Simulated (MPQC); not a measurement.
# Two attempts at HS− (hydrosulfide)

Wanted: the energy of HS− (hydrosulfide), B3LYP5/6-311++G(3df,3pd).

The calculation is run with MPQC 2.3.1.

4 further runs of the same task are left out: 2 that didn't finish, 2 set aside as unsound or not needed.

## (1) Starting point

HS−: 2 atoms, total charge -1, spin state singlet. As SMILES, `[SH-]`. The shape is that of a PBE0-D4/def2-TZVPD optimisation.

Bond lengths: S1–H2 1.346 Å.

## (2) The input as first written

File run.in:

```
% HS
molecule<Molecule>: (
  symmetry = c1
  unit = angstrom
  { atoms geometry } = {
    S  [ 0.574700 -0.187900 0.295500 ]
    H  [ -0.574700 0.187900 -0.295500 ]
  }
)
basis<GaussianBasisSet>: (
  name = "6-311++G(3df,3pd)"
  molecule = $:molecule
  puream = yes
)
mpqc: (
  checkpoint = no
  savestate = no
  restart = no
  do_energy = yes
  do_gradient = no
  optimize = no
  mole<CLKS>: (
    molecule = $:molecule
    basis = $:basis
    total_charge = -1
    memory = 1000000000
    print_evals = yes
    print_npa = yes
    maxiter = 83
    functional<SumDenFunctional>: (
      a0 = 0.2
      coefs = [ 0.8 0.72 0.19 0.81 ]
      funcs: [ <SlaterXFunctional>: () <Becke88XFunctional>: () <VWN5LCFunctional>: () <LYPCFunctional>: () ]
    )
    integrator<RadialAngularIntegrator>: ( grid = xfine )
    guess_wavefunction<CLHF>: (
      molecule = $:molecule
      total_charge = -1
      memory = 1000000000
      value_accuracy = 1e-3
      basis<GaussianBasisSet>: (
        name = "3-21G"
        molecule = $:molecule
      )
    )
  )
```

The run is started by

```console
$ mpqc run.in > run.out
```

The program printed:

```text
IPV2::error: syntax error
error occurred at line number 47 (roughly)
in file "<string>"
```

Run time: 0.06 s. Hardware: 1 thread of Arm Neoverse V1, shared host.

## (3) Reading the log

The input was rejected.

The log says `error occurred at line number 47`. The fault: unbalanced parenthesis.

## (4) Try two

Edit run.in of step 2 so:

```diff
@@ -28,3 +28,3 @@
     print_npa = yes
-    maxiter = 83
+    maxiter = 100
     functional<SumDenFunctional>: (
@@ -46 +46,2 @@
   )
+)
```

The run is started by

```console
$ mpqc -o run.out run.in
```

The program printed:

```text
MPQC: Massively Parallel Quantum Chemistry
[...]
  Integrated electron density error = -0.000003975544
  iter     1 energy = -398.5107954754 delta = 8.29689e-02
  Integrated electron density error = -0.000000904306
  iter     2 energy = -398.7878271763 delta = 2.03578e-02
[...]
  Integrated electron density error = 0.000000006370
  iter     5 energy = -398.7950290132 delta = 6.74567e-04
  Integrated electron density error = 0.000000006258
  iter     6 energy = -398.7951004542 delta = 2.29920e-04
  Integrated electron density error = -0.000000001117
  iter     7 energy = -398.7951008030 delta = 1.95434e-05
  Integrated electron density error = -0.000000001118
  iter     8 energy = -398.7951008197 delta = 4.74590e-06
[...]
  LUMO is    10   A =   0.145961
  total scf energy = -398.7951008197
Value of the MolecularEnergy: -398.7951008197
[...]
        symmetry = c1
[...]
```

Wall time 4.2 s (1 thread of Arm Neoverse V1, shared host); peak memory 0.19 GiB.

## (5) Results

Level: B3LYP5/6-311++G(3df,3pd).

```
                                             quantity          value
                                         total energy  -398.79510 Eh
                                          HOMO energy        0.24 eV
                                          LUMO energy        3.97 eV
HOMO–LUMO gap (to an unbound level, set by the basis)        3.73 eV
```

In words: The HOMO lies at positive energy, 0.24 eV; only total energies tell whether the electron is bound.
